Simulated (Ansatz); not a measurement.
Rock-salt LiBr, treated with G0W0@LDA in Ansatz (hard PAW, contour deformation).

The cell has the measured lattice parameters. Conventional cell: a = 5.5010 Å, b = 5.5010 Å, c = 5.5010 Å, α = 90.00°, β = 90.00°, γ = 90.00°.

The quasiparticle gap at Γ at a fixed k mesh 4×4×4:

```
response cutoff          value (eV)
-----------------------  ----------
150 eV, 319 empty bands       6.981
200 eV, 491 empty bands       7.022
250 eV, 686 empty bands       7.047
300 eV, 902 empty bands       7.057
```

Problem. Taking the value to converge with the response cutoff E as E^(−3/2), extrapolate from the last two rows.

Solution. With y = y∞ + c/w and weights w = 3953 and 5196 for the last two rows, y∞ = (w2 y2 − w1 y1)/(w2 − w1) = (5196 × 7.057 − 3953 × 7.047)/1243 = 7.089 eV, which lies 0.032 beyond the last row. Successive pairs of rows give 7.098, 7.110, 7.089. The limit also hangs on the law assumed, so its last digits aren't firm.

The other settings are not extrapolated, so this is the limit in one setting alone.

Spin–orbit coupling is not included.

Ansatz is a quantum-chemistry and plane-wave program.
